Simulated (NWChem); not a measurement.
dichloromethane (CH2Cl2)

```xyz
5

Cl     1.4937     0.0000     0.2158
C      0.0000     0.0000    -0.7621
Cl    -1.4937     0.0000     0.2158
H      0.0000     0.9026    -1.3828
H      0.0000    -0.9026    -1.3828
```
Charge 0, spin multiplicity 1.

The numbers come from NWChem runs, not from measurements. Structure: optimised with B3LYP/def2-SVP, a minimum by its harmonic frequencies.

The stability of the SCF solutions was not checked. Open-shell Hartree-Fock references start from PBE0 orbitals.

Worked example. At MP2/def2-TZVP the molecule has a total energy of -958.60311 Ha and the free atoms (multiplicities Cl 2, C 3, H 2) C -37.75859, H -0.49981, Cl -459.63212 Ha. The electronic atomisation energy is the atoms' sum less the molecule's energy.

2·(-459.63212) + 1·(-37.75859) + 2·(-0.49981) = -958.02245 Ha for the atoms; less the molecule's energy this leaves 0.58066 Ha, or 364.4 kcal/mol (1525 kJ/mol), without zero-point, thermal or spin-orbit terms. For one electron MP2 and coupled cluster equal Hartree-Fock, which gives the hydrogen atom's value.
